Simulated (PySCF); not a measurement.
Question: Write Cartesian coordinates for InChI=1S/C3H4O/c1-2-3-4/h1,4H,3H2 as optimised with PBE0-D3(BJ)/def2-SVP.

Answer: 
```xyz
8
C3H4O angstrom
C      1.9539   -0.1443    0.5393
C      0.8087   -0.1087    0.1506
C     -0.5646   -0.0830   -0.3438
O     -1.3790    0.6745    0.5087
H      2.9706   -0.1778    0.8849
H     -0.5452    0.3264   -1.3750
H     -0.9124   -1.1329   -0.4300
H     -2.2783    0.6268    0.1696
```

Any rigid rotation of these coordinates is as good. Atoms count from 1 in this order. The 2 C–C bonds span 1.210 Å (C1≡C2, drawn triple) to 1.460 Å (C2–C3, drawn single), a spread of 0.250 Å. The 4 heavy atoms lie in one plane (0.000 Å rms).

Bonds between heavy atoms (Å): C1≡C2 1.210, C2–C3 1.460, C3–O4 1.401.

Level of theory: PySCF, PBE0-D3(BJ)/def2-SVP geometry optimisation, gas phase.

Whether it is a minimum is left open (no frequencies). The numbers are those of one conformer (C2–C3–O4–H -177°).

The run took 13 s on Arm Neoverse N1, one thread, no GPU, shared host with 64 logical CPUs at a one-minute load of 14, and the process peaked at 0.32 GiB of memory. This is the geometry optimisation.
